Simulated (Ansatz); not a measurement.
Geometry optimisation, UKS PBE-D4/def2-SVP in Ansatz.

input.yaml

```yaml
crystal:
  periodic: [false, false, false]
  atoms:
    - { symbol: B, position_ang: [-0.71213, 0.62878, -0.74825] }
    - { symbol: C, position_ang: [0.0274, -0.19531, 0.07391] }
    - { symbol: "N", position_ang: [0.63924, -0.99859, 0.78766] }
    - { symbol: H, position_ang: [0.34759, 0.84619, 0.04486] }
    - { symbol: H, position_ang: [1.43298, -0.66162, 1.33739] }
magnetization:
  spin_polarized: true
basis:
  gaussian: { orbitals: def2-SVP }
hamiltonian:
  xc: pbe
  dispersion: d4
relax:
  f_tol: 0.02
  max_steps: 50
```

Run as:

```bash
$ ansatz run input.yaml --threads 1 --pin off --max-ram 2048MiB --backend cpu --events-out ev --progress --plain --runs-dir out
```

Problem. Where does it end, and by what steps?

Solution. It converged. After 21 steps the energy has fallen by 2.474 eV; H4 moved furthest, 1.62 Å. Parted: C2–H4.

| step | energy less start (eV) | largest force component (eV/Å) | accepted |
| --- | --- | --- | --- |
| 0 | 0.0000 | 4.194 | yes |
| 1 | -0.4649 | 2.119 | yes |
| 2 | -0.6533 | 0.623 | yes |
| 3 | -0.6755 | 0.538 | yes |
| 4 | -0.6895 | 0.354 | yes |
| 5 | -0.7088 | 0.445 | yes |
| 6 | -0.7688 | 1.055 | yes |
| 7 | -0.8806 | 1.679 | yes |
| 8 | -0.8592 | 1.660 | no |
| 9 | -1.2116 | 1.283 | yes |
| 10 | -1.4926 | 1.011 | yes |
| 11 | -1.7350 | 0.678 | yes |
| 12 | -1.9751 | 1.132 | yes |
| 13 | -2.1830 | 0.809 | yes |
| 14 | -2.3716 | 0.520 | yes |
| 15 | -2.4613 | 0.240 | yes |
| 16 | -2.4624 | 0.238 | yes |
| 17 | -2.4723 | 0.100 | yes |
| 18 | -2.4712 | 0.403 | no |
| 19 | -2.4729 | 0.150 | yes |
| 20 | -2.4737 | 0.025 | yes |
| 21 | -2.4737 | 0.005 | yes |

```xyz
5
Properties=species:S:1:pos:R:3
B -0.134 0.842 -0.357
C 0.324 -0.293 0.334
N 0.636 -1.370 0.881
H -0.503 1.819 -0.928
H 1.412 -1.379 1.566
```

Whether the end is a true minimum wasn't checked by a vibrational analysis.

Time of the run: 19 s on 1 thread of Intel(R) Xeon(R) 6975P-C (Granite Rapids), with other jobs on the host, peak memory 0.15 GiB.
